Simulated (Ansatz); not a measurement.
Zinc-blende BeTe was calculated with PBE in Ansatz (PAW).

Numerical settings: plane-wave cutoff 520 eV, 10×10×10 k mesh, Fermi–Dirac smearing 0.01 eV, scalar-relativistic PAW data made under PBE.

Pressure at four volumes; x = ln(V/22.708 Å³). One pressure is withheld.

| V (Å³/atom) | x | P (GPa) |
|---|---|---|
| 21.346 | -0.0619 | 3.96 |
| 22.708 | 0.0000 | 0.01 |
| 23.616 | 0.0392 | -2.04 |
| 24.071 | 0.0583 | ? |

Problem. Pass a parabola P(x) through the three rows shown, estimate the bulk modulus and its pressure derivative near zero pressure, and predict the withheld pressure.

Solution. Slopes between the rows: (0.01 − (3.96))/(0.0000 − (-0.0619)) = -63.81 and (-2.04 − (0.01))/(0.0392 − (0.0000)) = -52.30 GPa. Their difference over the span 0.1011 is c = 11.51/0.1011 = 113.8 GPa, so P(x) = 3.96 + (-63.81)(x − (-0.0619)) + 113.8 (x − (-0.0619))(x − (0.0000)). At the middle row B = −dP/dx = −[-63.81 + 113.8 × 0.0619] = 56.8 GPa, and B′ = dB/dP = 2c/B = 4.0. At x = 0.0583 the parabola gives -2.91 GPa; the run gives -2.92 GPa. The Birch–Murnaghan fit to the energies at all volumes has B0 = 56.5 GPa and B′ = 4.0.

Measured, for comparison: bulk modulus 67 GPa (room temperature, no zero-point or thermal correction; as tabulated in Elmahjoubi et al. (2023), arXiv:2303.01780). Computed less measured: bulk modulus -16 %.

Spin–orbit coupling is not included.

Ansatz is a program for electronic structure.
